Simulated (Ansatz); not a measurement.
# C₂H₃F₂N: how energies converge with the basis set

The task here is to estimate one member of a computed series from the others.

Computed with Ansatz 0.2.0, Gaussian basis. Level: one geometry, several basis sets.

Plan: PBE0-D4/def2-SVP; ωB97M-V/def2-SVP; PBE0-D4/def2-QZVPP; ωB97M-V/def2-QZVPP; the functionals' def2-TZVPP values are taken from earlier runs.

### Structure used throughout

An earlier PBE0-D4 in a triple-zeta def2 set relaxation fixed the geometry.

SMILES `N=CC(F)F`, 8 atoms, charge 0, spin multiplicity 1.

Atoms are counted from 1 here; the program's logs count them from 0.

Bond lengths: N1–C2 1.258 Å, N1–H6 1.020 Å, C2–C3 1.501 Å, C2–H7 1.096 Å, C3–F4 1.357 Å, C3–F5 1.357 Å, C3–H8 1.092 Å. Angles: C2–N1–H6 111.4°, N1–C2–C3 119.1°, N1–C2–H7 126.0°, C3–C2–H7 114.9°, C2–C3–F4 109.3°, C2–C3–F5 109.3°, C2–C3–H8 112.2°, F4–C3–F5 107.2°, F4–C3–H8 109.4°, F5–C3–H8 109.4°.

The first run:

in.yaml reads:

```yaml
crystal:
  periodic: [false, false, false]
  atoms:
    - {symbol: N, position_ang: [-1.229514, 0.897474, 0.254275]}
    - {symbol: C, position_ang: [-0.122577, 0.523140, -0.212947]}
    - {symbol: C, position_ang: [0.420659, -0.818554, 0.184304]}
    - {symbol: F, position_ang: [0.610871, -1.571759, -0.927936]}
    - {symbol: F, position_ang: [1.633355, -0.654791, 0.770105]}
    - {symbol: H, position_ang: [-1.485896, 1.822070, -0.090479]}
    - {symbol: H, position_ang: [0.510639, 1.092093, -0.903766]}
    - {symbol: H, position_ang: [-0.245235, -1.346773, 0.870544]}
basis:
  gaussian: {orbitals: def2-SVP}
hamiltonian: {xc: pbe0, dispersion: d4}
output: {orbitals: {seedname: orbitals}}
```

Run with:

```bash
ansatz run in.yaml --threads 2 --pin off --events-out ev --progress --plain --max-ram 4352MiB
```

Among the steps run: PBE0-D4 in def2-SVP; ωB97M-V in def2-SVP; PBE0-D4 in def2-QZVPP; ωB97M-V in def2-QZVPP.

One of the session's tables, all rows but one given; the rest of the session is left out.

It belongs to the step «Density functionals: the series». 

| functional | basis | HOMO (eV) |
| --- | --- | --- |
| PBE0-D4 | def2-SVP | -8.21 |
| PBE0-D4 | def2-TZVPP | -8.44 |
| PBE0-D4 | def2-QZVPP | -8.49 |
| ωB97M-V | def2-SVP | ? |
| ωB97M-V | def2-TZVPP | -10.86 |
| ωB97M-V | def2-QZVPP | -10.91 |

**Question.** Estimate the row for ωB97M-V, def2-SVP.

As computed: HOMO (eV): -10.60. In the column «HOMO (eV)» it lies between ωB97M-V, def2-TZVPP (-10.86) and PBE0-D4, def2-QZVPP (-8.49).
